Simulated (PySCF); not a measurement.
**Basis-set dependence of population analyses: H3SiCH2F**

Species: H3SiCH2F, CH5FSi.
Structure used (PBE0-D3(BJ)/def2-SVP), in Å, numbered top down from 1:
```xyz
8
CH5FSi angstrom
F      1.6444    0.1668   -1.0376
C      0.9848   -0.0676    0.1510
Si    -0.8948    0.0347   -0.1213
H      1.2736   -1.0623    0.5355
H      1.3113    0.6773    0.8987
H     -1.2603    1.3979   -0.6053
H     -1.3171   -0.9786   -1.1313
H     -1.5856   -0.2349    1.1774
```

PBE0 throughout (PySCF), one geometry, spherical d and f functions. Geometry: PBE0-D3(BJ)/def2-SVP; no solvent, vibrations or thermal averaging. Atoms taken as equivalent share a column and are averaged.

Mulliken charges (e):

| basis | functions | F1 | C2 | Si3 | H4/H5 | H6/H7/H8 |
| --- | --- | --- | --- | --- | --- | --- |
| STO-3G | 24 | -0.118 | -0.201 | +0.527 | +0.067 | -0.114 |
| 6-31G | 41 | -0.339 | -0.276 | +0.524 | +0.184 | -0.093 |
| pcSseg-0 | 41 | -0.378 | -0.522 | +0.526 | +0.250 | -0.042 |
| 6-31G* | 56 | -0.335 | -0.179 | +0.342 | +0.175 | -0.059 |
| def2-SVP | 71 | -0.284 | +0.008 | +0.335 | +0.064 | -0.063 |
| cc-pVDZ | 71 | -0.246 | +0.050 | +0.209 | +0.055 | -0.041 |
| aug-cc-pVDZ | 118 | -0.429 | +0.616 | -0.222 | -0.241 | +0.172 |
| 6-311+G(2d,p) | 119 | -0.249 | -0.267 | +0.384 | +0.151 | -0.057 |
| def2-TZVP | 129 | -0.226 | -0.095 | +0.134 | +0.116 | -0.015 |
| IGLO-III | 164 | -0.273 | -0.216 | +0.712 | +0.132 | -0.162 |
| cc-pVTZ | 164 | -0.227 | +0.033 | +0.148 | +0.060 | -0.024 |

IAO charges (e):

```
        basis  functions      F1      C2     Si3   H4/H5  H6/H7/H8
       STO-3G         24  -0.144  -0.347  +0.630  +0.117    -0.124
        6-31G         41  -0.294  -0.245  +0.441  +0.154    -0.070
     pcSseg-0         41  -0.284  -0.255  +0.426  +0.153    -0.065
       6-31G*         56  -0.304  -0.228  +0.569  +0.142    -0.107
     def2-SVP         71  -0.309  -0.225  +0.583  +0.141    -0.111
      cc-pVDZ         71  -0.308  -0.227  +0.564  +0.144    -0.106
  aug-cc-pVDZ        118  -0.326  -0.228  +0.567  +0.150    -0.104
6-311+G(2d,p)        119  -0.327  -0.239  +0.599  +0.151    -0.112
    def2-TZVP        129  -0.325  -0.237  +0.607  +0.150    -0.115
     IGLO-III        164  -0.327  -0.239  +0.607  +0.151    -0.114
      cc-pVTZ        164  -0.322  -0.236  +0.592  +0.150    -0.111
```

**Question.** Which scheme is steadiest as the basis changes?

**Answer.** Largest range over the bases for any column: IAO 0.20 e, Mulliken 1.14 e. IAO charges move least and Mulliken charges most, counted in e. Without the minimal STO-3G basis the ranges are IAO 0.18, Mulliken 1.14 e.

**Question.** What do the same runs give for the total energy, the frontier levels and the dipole moment?

**Answer.** 
```json
{"basis": "STO-3G", "energy (Eh)": "-424.9030", "HOMO (eV)": "-4.60", "LUMO (eV)": "8.03", "μ (D)": "0.91"}
{"basis": "6-31G", "energy (Eh)": "-430.0648", "HOMO (eV)": "-8.52", "LUMO (eV)": "1.08", "μ (D)": "1.89"}
{"basis": "pcSseg-0", "energy (Eh)": "-429.4710", "HOMO (eV)": "-8.65", "LUMO (eV)": "1.00", "μ (D)": "1.92"}
{"basis": "6-31G*", "energy (Eh)": "-430.1252", "HOMO (eV)": "-8.41", "LUMO (eV)": "1.03", "μ (D)": "1.52"}
{"basis": "def2-SVP", "energy (Eh)": "-429.9529", "HOMO (eV)": "-8.58", "LUMO (eV)": "1.01", "μ (D)": "1.55"}
{"basis": "cc-pVDZ", "energy (Eh)": "-430.1533", "HOMO (eV)": "-8.48", "LUMO (eV)": "1.03", "μ (D)": "1.47"}
{"basis": "aug-cc-pVDZ", "energy (Eh)": "-430.1697", "HOMO (eV)": "-8.73", "LUMO (eV)": "-0.14", "μ (D)": "1.56"}
{"basis": "6-311+G(2d,p)", "energy (Eh)": "-430.2100", "HOMO (eV)": "-8.75", "LUMO (eV)": "-0.02", "μ (D)": "1.62"}
{"basis": "def2-TZVP", "energy (Eh)": "-430.2237", "HOMO (eV)": "-8.69", "LUMO (eV)": "0.51", "μ (D)": "1.53"}
{"basis": "IGLO-III", "energy (Eh)": "-430.2281", "HOMO (eV)": "-8.72", "LUMO (eV)": "0.47", "μ (D)": "1.56"}
{"basis": "cc-pVTZ", "energy (Eh)": "-430.2186", "HOMO (eV)": "-8.65", "LUMO (eV)": "0.62", "μ (D)": "1.48"}
```

The dipole is fixed by the density alone, so its range of 1.01 D shows that the density itself changes with the basis, not only its division among atoms.
